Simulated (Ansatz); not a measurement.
# B2H (doublet): wave-function methods side by side at distance B1–H3 = 2.590 Å, 6-31G

The task here is to estimate one member of a computed series from the others.

Computed with Ansatz 0.2.0, Gaussian basis. Level: 6-31G, core rule «outside noble gas», up to 2 orbitals frozen.

Plan: UHF; CCSD(T) on ROHF; CCSD(T) on UHF; BCCD(T) on ROHF; CISD; CCSDT(Q) on ROHF; CCSDT(Q) on UHF; CISDTQ; CCSDTQ on ROHF; CCSDTQ on UHF; CASSCF and MRCISD+Q, 3 electrons in 3 orbitals; CASSCF and NEVPT2, 3 electrons in 3 orbitals; CASSCF and MRCISD+Q, 7 electrons in 9 orbitals; CASSCF and NEVPT2, 7 electrons in 9 orbitals; Full CI; Full CI in the symmetry of the determinant.

22 further runs of the same task are left out: 1 for a known fault of the program, 14 that didn't finish, 7 set aside as unsound or not needed.

## The system

The geometry derives from a PBE0/def2-TZVP stationary point (not a proven minimum). One bond is set to the value named and the two fragments are kept rigid.

3 atoms, charge 0, spin multiplicity 2.

Atoms are counted from 1 here; the program's logs count them from 0.

Bond lengths: B1–B2 1.523 Å.

The first run:

The input, in.yaml:

```yaml
crystal:
  periodic: [false, false, false]
  atoms:
    - {symbol: B, position_ang: [0.000000, 0.000000, -0.355763]}
    - {symbol: B, position_ang: [0.000000, 0.000000, -1.878475]}
    - {symbol: H, position_ang: [0.000000, 0.000000, 2.234237]}
basis:
  gaussian: {orbitals: 6-31G}
magnetization: {spin_polarized: true, initial_magnetization: 1}
hamiltonian: {xc: hf}
output: {orbitals: {seedname: orbitals}}
```

Run with:

```
ansatz run in.yaml --threads 1 --pin off --events-out ev --progress --plain --max-ram 2393MiB
```

Steps of the session up to this table: UHF; CCSD(T) on ROHF; CCSD(T) on UHF; BCCD(T) on ROHF; CISD; CCSDT(Q) on ROHF; CCSDT(Q) on UHF; CISDTQ; CCSDTQ on ROHF; CCSDTQ on UHF; CASSCF and MRCISD+Q, 3 electrons in 3 orbitals; CASSCF and NEVPT2, 3 electrons in 3 orbitals; CASSCF and MRCISD+Q, 7 electrons in 9 orbitals; CASSCF and NEVPT2, 7 electrons in 9 orbitals; Full CI; Full CI in the symmetry of the determinant.

One table of the session follows, with a row left open; its other results are not shown here.

| method | from FCI (meV) |
| --- | --- |
| CASSCF valence | +648.1 |
| NEVPT2 valence | +194.7 |
| MRCISD valence | +14.1 |
| MRCISD+Q valence | ? |
| FCI | 0 |

**Question.** Estimate the row for MRCISD+Q valence.

The run gave: from FCI (meV): +3.3. In the column «from FCI (meV)» it lies between FCI (0) and MRCISD valence (+14.1).

Not comparable, so not listed: CASSCF and MRCISD+Q, 3 electrons in 3 orbitals (they don't share determinant, frozen orbitals or solution with the rows shown, or repeat one).

Left out of the table: CASSCF pair, NEVPT2 pair (the active space lost an orbital or holds another state than full CI finds).

Caveats from the session: The determinant is far from a pure spin state, so its energy mixes those of several spin states (harmless only where they are near-degenerate, as at dissociation). The report flags that the cluster equations may have other roots. Left out of the table: ROHF, UHF, RMP2, UMP2, CISD, RCCSD, UCCSD, RCCSD(T), UCCSD(T), BCCD(T), RCCSDT, UCCSDT, CISDTQ, RCCSDT(Q), UCCSDT(Q), RCCSDTQ, UCCSDTQ (another determinant or state than the rows shown). Warnings in the runs' records: passed over end.
